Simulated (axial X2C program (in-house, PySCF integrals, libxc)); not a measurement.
**S₂: properties at the nuclei**

Wanted for S₂: properties at the nuclei, at the two-component level.

Computed with an in-house X2C program for linear molecules on PySCF integrals. Level: two-component X2C with atomic mean-field terms, S dyall-av3z.

All values are calculated.

### 1 Input

Contents of task.json:

```json
{"zs": [16, 16], "q": 0, "bas": ["dyall-av3z", "dyall-av3z"], "r0": 1.88, "levels": ["PBE0", "HF", "r2SCAN", "B3LYP", "LDA"], "nst": 3}
```

Keys: zs atomic numbers; q charge; bas basis sets; r0 starting distance in Å; levels methods (HF also brings MP2); nst determinants followed.

Started as:

```
$ python soeom.py task.json out
```

Nuclei are Gaussian, cores are contracted, and the Gaunt term is on.

### 2 Expectation values, lowest determinant

R = 1.900 Å. State: Ω = 1 (excess of +ω over −ω: ω = -1/2, ω = 3/2).

Output of the PBE0 run:

```text
two-component X2C + atomic mean field  PBE0
basis functions 124  fitting functions 634  grid points 4356
iter        total energy     max residual
   1       -795.785163870     2.94e+00
   2       -797.055207021     2.25e+00
   3       -797.909934981     2.58e-01
   4       -798.183542556     1.52e-01
   5       -798.200051692     2.73e-02
   6       -798.201527537     4.14e-03
   7       -798.201605171     3.86e-03
   8       -798.201626914     6.03e-04
   9       -798.201628015     2.92e-04
  10       -798.201628212     1.08e-04
  11       -798.201628223     2.59e-05
  12       -798.201628224     9.96e-06
converged
one-electron -1244.11570976  Coulomb 426.03108075  exact exchange -12.55724181  xc functional -38.73851056  nuclear repulsion 71.29966631  atomic mean-field constant -0.12091315
```

The highest occupied spinor is 77% S p, 17% S d, 6% S f.

```csv
level,A∥/gI S (MHz),qzz S (a.u.)
PBE0,-121,1.03
HF,-49,0.94
r2SCAN,-81.9,1.05
B3LYP,-115,1.07
LDA,-135,1.08
```

A∥ is the parallel hyperfine constant, which follows by multiplying with the nuclear g factor gI = μI/(I μN); qzz is the electric field gradient, eQq0 = 234.96 MHz × Q/barn × qzz. The operators were transformed with the bare-nucleus X2C matrices.

### 3 Expectation values, a higher determinant

R = 1.900 Å. State: Ω = 0 (closed shell), 0.66 eV above the lowest in the PBE0 search for states (made at or near this distance, with looser thresholds).

Output of the PBE0 run:

```text
two-component X2C + atomic mean field  PBE0
basis functions 124  fitting functions 634  grid points 4356
iter        total energy     max residual
   1       -795.758777329     2.93e+00
   2       -797.053493207     2.23e+00
   3       -797.907610203     2.45e-01
   4       -798.158469220     1.55e-01
   5       -798.176161808     2.27e-02
   6       -798.177487654     3.84e-03
   7       -798.177562556     3.53e-03
   8       -798.177583884     5.09e-04
   9       -798.177584762     2.28e-04
  10       -798.177584915     3.01e-05
  11       -798.177584917     6.16e-06
converged
one-electron -1244.05597959  Coulomb 425.96111133  exact exchange -12.54554734  xc functional -38.71592248  nuclear repulsion 71.29966631  atomic mean-field constant -0.12091315
```

The highest occupied spinor is 77% S p, 18% S d, 6% S f.

| level | qzz S (a.u.) |
| --- | --- |
| PBE0 | 1.03 |
| HF | 0.90 |
| r2SCAN | 1.05 |
| B3LYP | 1.06 |
| LDA | 1.07 |

### 4 Expectation values, a higher determinant

R = 1.900 Å. State: Ω = 2 (excess of +ω over −ω: ω = 1/2, ω = 3/2), 0.71 eV above the lowest in the PBE0 search for states (made at or near this distance, with looser thresholds).

Output of the PBE0 run:

```text
two-component X2C + atomic mean field  PBE0
basis functions 124  fitting functions 634  grid points 4356
iter        total energy     max residual
   1       -795.756641079     2.93e+00
   2       -797.050927091     2.23e+00
   3       -797.905284659     2.45e-01
   4       -798.156472239     1.55e-01
   5       -798.174128327     2.28e-02
   6       -798.175456861     3.84e-03
   7       -798.175531772     3.54e-03
   8       -798.175553130     5.11e-04
   9       -798.175554009     2.28e-04
  10       -798.175554163     3.02e-05
  11       -798.175554165     6.18e-06
converged
one-electron -1244.04064355  Coulomb 425.94712434  exact exchange -12.54534515  xc functional -38.71544296  nuclear repulsion 71.29966631  atomic mean-field constant -0.12091315
```

The highest occupied spinor is 77% S p, 18% S d, 6% S f.

```
 level  A∥/gI S (MHz)  qzz S (a.u.)
  PBE0            284          1.02
    HF            299          0.89
r2SCAN            271          1.04
 B3LYP            288          1.04
   LDA            286          1.06
```

### 5 Outcome

| quantity | value |
| --- | --- |
| lowest determinant | Ω = 1 (excess of +ω over −ω: ω = -1/2, ω = 3/2) |
| A∥/gI S (MHz), PBE0 | -121 |
| qzz S (a.u.), PBE0 | 1.03 |
| higher determinant | Ω = 0 (closed shell) |
| qzz S (a.u.), PBE0, higher determinant | 1.03 |
| higher determinant | Ω = 2 (excess of +ω over −ω: ω = 1/2, ω = 3/2) |
| A∥/gI S (MHz), PBE0, higher determinant | 284 |
| qzz S (a.u.), PBE0, higher determinant | 1.02 |

What this shows: The expectation values come from single determinants, which for open shells can mix terms of unlike spin or miss the lowest Ω, so a determinant need not be a state. A∥ is the parallel hyperfine constant, which follows by multiplying with the nuclear g factor gI = μI/(I μN); qzz is the electric field gradient, eQq0 = 234.96 MHz × Q/barn × qzz. The operators were transformed with the bare-nucleus X2C matrices.
